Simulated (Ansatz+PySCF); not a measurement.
## doublet SH: levels of theory in one basis

```xyz
2

S     0.0250    0.0000    0.0000
H     1.3152    0.0000    0.0000
```

Basis set: cc-pVTZ on H; cc-pV(T+d)Z on S (spherical functions). Correlated methods keep 5 orbitals frozen. Correlation on ROHF uses semicanonical orbitals with singles. Charge 0, multiplicity 2.

Computed with Ansatz (development build ahead of 0.2.0) and PySCF 2.14.0; each method stands on the lowest determinant of its kind that the runs found.

```csv
method,E − E(ROHF) (eV),<S²> of the determinant
ROHF,0.00,0.75
UHF,-0.15,0.76
ROHF-MP2,-4.29,–
UHF-MP2,-4.27,0.76
UHF-CCSD,-4.95,0.76
```

Question: What does ROHF-CCSD(T) give on the same scale?

Answer: -5.11 eV.
